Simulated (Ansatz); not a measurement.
Li

```
Li
1.0
    -1.71776    1.71776    1.71776
     1.71776   -1.71776    1.71776
     1.71776    1.71776   -1.71776
Li
1
Direct
  0.00000 0.00000 0.00000
```

The cell was built from the bcc type and relaxed in the same program, and has space group Im-3m; it needn't be a known or the stable phase.

Method: Ansatz 0.2.0, DFT, PBE, all-electron LAPW, scalar-relativistic.

Sampling and basis: a Γ-centred 14×14×14 k mesh, Fermi–Dirac smearing of 0.03 eV, basis error target 0.25 meV/atom, no spin polarisation.

```json
{
 "Pressure at this cell": "0.01 GPa",
 "Volume per atom": "20.27 Å³"
}
```

Task: Give the computed value. Density of states at the Fermi level (0.2 eV bin).

Result: 0.48 states/eV per cell.

Task: Band gap: what does the calculation give?

Result: none: with an odd electron count and no spin polarisation the bands can't all be full, a metal in this set-up (spin order or a larger cell could open a gap).
